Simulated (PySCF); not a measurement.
## Oxygen: a sound run and one with changed settings

Sound run: O [He] 2s2 2p4, O⁺ [He] 2s2 2p3. All numbers are calculated (PySCF 2.14, the non-relativistic Hamiltonian (point nucleus), in def2-SVP (3s2p1d, 14 functions)). The sound run starts from symmetry-adapted Hartree-Fock orbitals and uses a fine grid where one is needed.

Changed run: 26 angular points. This setting is unsound on purpose.

```
species  method  sound run (hartree)  changed run (hartree)  converged
      O     UHF            -74.72010              -74.72010        yes
      O     LDA            -74.42922              -74.42941        yes
      O  M06-2X            -74.97256              -74.97402        yes
     O⁺     UHF            -74.27607              -74.27607        yes
     O⁺     LDA            -73.92064              -73.92064        yes
     O⁺  M06-2X            -74.47163              -74.47163        yes
```

Ionisation energy of O:

```
method  sound run (eV)  changed run (eV)
   UHF          12.083            12.083
   LDA          13.839            13.844
M06-2X          13.631            13.671
```

A coarse angular grid integrates products of high-l functions wrongly, so density functionals can shift, and the SCF can exploit the error; Hartree-Fock and MP2 need no grid.

For comparison, NIST gives 13.618 eV between the lowest levels.
